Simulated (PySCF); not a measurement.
These 6 structures share the formula C4H4FN. Method used: PBE0-D3(BJ)/def2-SVP geometry optimisation, gas phase (PySCF). One conformer each; no zero-point energy, no entropy. No frequencies were run at this level. Point groups hold within 0.08 Å.

Problem. Rank from lowest to highest electronic energy at this level (kcal/mol).
A. `C/C(F)=C\C#N`
B. `[N:1]#[C:2]/[CH:3]=[CH:4]/[CH2:5][F:6]` with C3–C4–C5–F6 0°
C. `[CH2:1]=[C:2]([C:3]#[N:4])[CH2:5][F:6]` with C1–C2–C5–F6 -1°
D. `C/C=C(/F)C#N`
E. `C/C(C#N)=C/F`
F. `C/C(C#N)=C\F`

Solution. A (0.0), F (4.9), E (5.9), D (8.3), B (9.0), C (10.5).

Neighbours under 2.5 kcal/mol apart (C/C(C#N)=C\F and C/C(C#N)=C/F; C/C(C#N)=C/F and C/C=C(/F)C#N; C/C=C(/F)C#N and N#C/C=C/CF; N#C/C=C/CF and C=C(C#N)CF) can change places with a better method, another conformer or zero-point energy. C/C(C#N)=C\F and C/C(C#N)=C/F are stereoisomers, 1.0 kcal/mol apart in the conformers taken.

```tsv
SMILES	E (Eh)	E rel (kcal/mol)	dipole (D)	point group	A, B, C (MHz)
C/C(F)=C\C#N	-308.82171	0.0	3.23	Cs	8887, 2198, 1782
C/C(C#N)=C\F	-308.81396	4.9	2.87	Cs	7534, 2316, 1791
C/C(C#N)=C/F	-308.81233	5.9	4.63	Cs	4340, 3481, 1956
C/C=C(/F)C#N	-308.80842	8.3	3.71	–	4447, 3383, 1945
N#C/C=C/CF	-308.80740	9.0	4.20	Cs	16369, 1559, 1436
C=C(C#N)CF	-308.80494	10.5	2.25	Cs	8403, 2258, 1800
```

Problem. How do the relative energies change in single points at PBE0/pcSseg-1 (no added dispersion term) on the same geometries?

Solution. 
```csv
SMILES,PBE0-D3(BJ)/def2-SVP (kcal/mol),PBE0/pcSseg-1 (kcal/mol),shift
C/C(F)=C\C#N,0.0,0.0,0.0
C/C(C#N)=C\F,4.9,4.6,-0.3
C/C(C#N)=C/F,5.9,5.9,0.0
C/C=C(/F)C#N,8.3,8.4,+0.1
N#C/C=C/CF,9.0,7.8,-1.2
C=C(C#N)CF,10.5,9.5,-1.0
```

Each column counts from its own lowest isomer. The lowest isomer stays, but the order above it changes; the largest shift is 1.2 kcal/mol.
